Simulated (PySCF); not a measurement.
Molfile (atoms numbered from 1):
```
F2H2P2
     RDKit          3D

  6  5  0  0  0  0  0  0  0  0999 V2000
   -1.3497   -1.0939   -1.0236 F   0  0  0  0  0  0  0  0  0  0  0  0
   -0.8966    0.3515   -0.4659 P   0  0  0  0  0  0  0  0  0  0  0  0
   -1.7787    0.3880    0.8853 F   0  0  0  0  0  0  0  0  0  0  0  0
    0.9958   -0.3516    0.5014 P   0  0  0  0  0  0  0  0  0  0  0  0
    1.3726    0.9945    0.8121 H   0  0  0  0  0  0  0  0  0  0  0  0
    1.6813   -0.3181   -0.7550 H   0  0  0  0  0  0  0  0  0  0  0  0
  1  2  1  0
  2  3  1  0
  2  4  1  0
  4  5  1  0
  4  6  1  0
M  END
```

Geometry: PBE0-D3(BJ)/def2-SVP; GIAO absolute shieldings from PySCF 2.14.0 with density-fitted response routines, gas phase, non-relativistic, averaged over equivalent atoms.

At PBE0/6-311+G(2d,p) (136 basis functions, 6.4 s wall time on 1 thread of an Arm Neoverse V1, shared host):
```csv
atoms,σ (ppm)
F1/F3,271.4
P2,-18.0
P4,463.8
H5/H6,28.69
```

Q: What do these become at B97-2/pcSseg-2?

A: 
```tsv
atoms	σ at B97-2/pcSseg-2	change
F1/F3	269.4	-2.0
P2	-4.1	+13.9
P4	464.7	+0.9
H5/H6	28.65	-0.04
```

The largest change is at P2 (phosphorus bonded to 2 F, P). Cost: 186 basis functions, 8.6 s wall time on 1 thread of an Arm Neoverse V1, shared host.
